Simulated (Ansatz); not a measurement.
System: tetradymite Bi2Te3. Method: r²SCAN in Ansatz (plane waves, PAW).

Run with plane-wave cutoff 600 eV, 10×10×10 k mesh, Fermi–Dirac smearing 0.01 eV, scalar-relativistic PAW data made under PBE.

Starting structure:

```yaml
crystal:
  lattice:
    - [2.19000, 1.26440, 10.16333]
    - [-2.19000, 1.26440, 10.16333]
    - [0.00000, -2.52879, 10.16333]
  atoms:
    - { symbol: Bi, position: [0.40000, 0.40000, 0.40000] }
    - { symbol: Bi, position: [0.60000, 0.60000, 0.60000] }
    - { symbol: Te, position: [0.00000, 0.00000, 0.00000] }
    - { symbol: Te, position: [0.21000, 0.21000, 0.21000] }
    - { symbol: Te, position: [0.79000, 0.79000, 0.79000] }
```

Into what structure does the relaxation of cell and atoms lead at this level, with the symmetry of the start kept?

The volume rises by 7.9 %; final space group R-3m.
```yaml
crystal:
  lattice:
    - [2.20927, 1.27552, 10.77783]
    - [-2.20927, 1.27552, 10.77783]
    - [0.00000, -2.55104, 10.77783]
  atoms:
    - { symbol: Bi, position: [0.39681, 0.39681, 0.39681] }
    - { symbol: Bi, position: [0.60319, 0.60319, 0.60319] }
    - { symbol: Te, position: [0.00000, 0.00000, 0.00000] }
    - { symbol: Te, position: [0.21712, 0.21712, 0.21712] }
    - { symbol: Te, position: [0.78288, 0.78288, 0.78288] }
```

Note: the cell comes from a level without a dispersion term, which matters for the spacing of layers, chains or molecules.

Ansatz is a quantum-chemistry and plane-wave program.
